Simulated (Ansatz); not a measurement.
This Ansatz (a program for electronic structure) input (CCSD(T)/aug-pcseg-1) gives -39.71003 Eh with 50 basis functions. A basis named .json is the Basis Set Exchange file of that set (core-valence sets with the plain set on hydrogen).

Ansatz 0.2 input:
```yaml
crystal:
  periodic: [false, false, false]
  atoms:
    - {symbol: C, position_ang: [-0.00000000, -0.00000000, -0.00000000]}
    - {symbol: H, position_ang: [0.00360111, 1.07859343, -0.02702022]}
    - {symbol: H, position_ang: [0.93257816, -0.54247981, 0.01097634]}
    - {symbol: H, position_ang: [-0.93617928, -0.53611362, 0.01604388]}
basis:
  gaussian:
    orbitals: aug-pcseg-1.json
magnetization: {spin_polarized: true, initial_magnetization: 1}
correlation: {method: ccsd_t, electrons: outside_noble_gas}
```

Change:
```diff
- orbitals: aug-pcseg-1.json
+ orbitals: pcseg-1.json
```

### Question
What does the run give now?

### Answer
-39.70221 Eh (CCSD(T)/pcseg-1, 29 functions), a change of +7.82 mEh.
